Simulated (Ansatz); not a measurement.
Geometry optimisation, UKS PBE0-D4/def2-SVP (Ansatz 0.2.0).

input.yaml

```yaml
crystal:
  periodic: [false, false, false]
  atoms:
    - { symbol: Si, position_ang: [0.0, 0.0, 0.0] }
    - { symbol: H, position_ang: [0.0, 0.0, 1.71] }
    - { symbol: H, position_ang: [1.3768, 0.0, -0.4862] }
    - { symbol: H, position_ang: [-0.6877, 1.1914, -0.4862] }
    - { symbol: H, position_ang: [-0.6877, -1.1914, -0.4862] }
    - { symbol: Cl, position_ang: [0.0, 0.0, 3.38] }
magnetization:
  spin_polarized: true
  initial_magnetization: 1
basis:
  gaussian: { orbitals: def2-SVP }
hamiltonian:
  xc: pbe0
  dispersion: d4
relax:
  f_tol: 0.15
  max_steps: 25
  restrain:
    - { distance: [1, 5], at: 2.57, k: 30.0 }
    - { distance: [0, 1], at: 1.46, k: 30.0 }
output:
  orbitals: {}
```

Launched with:

```bash
$ ansatz run input.yaml --threads 2 --pin off --max-ram 3072MiB --backend cpu --events-out ev --progress --plain --runs-dir out
```

Q: Where does it end, and by what steps?

A: The run converged. The restraints hold the end off the free minimum. After 4 steps the energy has risen by 0.199 eV (the restraints' own energy left out); Cl6 moved furthest, 0.58 Å.

| step | energy less start (eV) | largest force component (eV/Å) | accepted |
| --- | --- | --- | --- |
| 0 | 0.0000 | 0.827 | yes |
| 1 | 0.0890 | 0.518 | yes |
| 2 | 0.2511 | 2.016 | yes |
| 3 | 0.2022 | 0.721 | yes |
| 4 | 0.1995 | 0.620 | yes |

```xyz
6
Properties=species:S:1:pos:R:3
Si 0.023 0.000 -0.068
H 0.155 0.000 1.401
H 1.390 0.000 -0.667
H -0.720 1.222 -0.492
H -0.720 -1.222 -0.492
Cl -0.127 0.000 3.950
```

Whether the end is a true minimum wasn't checked by a vibrational analysis.

Time of the run: 16 s on 2 threads of Intel(R) Xeon(R) Platinum 8259CL CPU @ 2.50GHz (Skylake/Cascade Lake) (shared host), peak memory 0.15 GiB.
